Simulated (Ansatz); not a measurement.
# CH3BCl: the cost of one run

All numbers below are computed with Ansatz 0.2.0 (RKS PBE-D4/def2-SVP).

## 1. Starting point

Bond lengths: B1–C2 1.492 Å, C2–Cl3 1.621 Å, B1–H4 1.169 Å, B1–H5 1.169 Å, C2–H6 1.104 Å. Angles: B1–C2–Cl3 134.8°, B1–C2–H6 110.6°, Cl3–C2–H6 114.5°, C2–B1–H4 121.7°, C2–B1–H5 121.7°, H4–B1–H5 116.4°.

Coordinates:

```xyz
6

B    -0.5533   -0.4098   -0.4005
C     0.4820    0.3575    0.3508
Cl    2.0453    0.1211    0.7060
H    -1.2811   -1.1490    0.1392
H    -0.7533   -0.2204   -1.5370
H     0.0603    1.3006    0.7415
```

## 2. Preparing the start

File input.yaml:

```yaml
crystal:
  periodic: [false, false, false]
  atoms:
    - { symbol: B, position_ang: [-0.55326, -0.40975, -0.40047] }
    - { symbol: C, position_ang: [0.48201, 0.35755, 0.35075] }
    - { symbol: Cl, position_ang: [2.04531, 0.12106, 0.70605] }
    - { symbol: H, position_ang: [-1.28105, -1.14899, 0.13918] }
    - { symbol: H, position_ang: [-0.75329, -0.22042, -1.53698] }
    - { symbol: H, position_ang: [0.06027, 1.30055, 0.74147] }
total_charge: 1
basis:
  gaussian: { orbitals: def2-SVP }
hamiltonian:
  xc: pbe
  dispersion: d4
relax:
  f_tol: 0.02
  max_steps: 40
scf:
  lower_state_search: "off"
```

Launch:

```console
$ ansatz run input.yaml --threads 1 --pin off --max-ram 2048MiB --backend cpu --events-out ev --progress --plain --runs-dir out
```

What time and memory should one allow on 1 thread of Intel Xeon Platinum 8488C (Sapphire Rapids), shared host?

About 6 s, with a peak of 0.13 GiB.
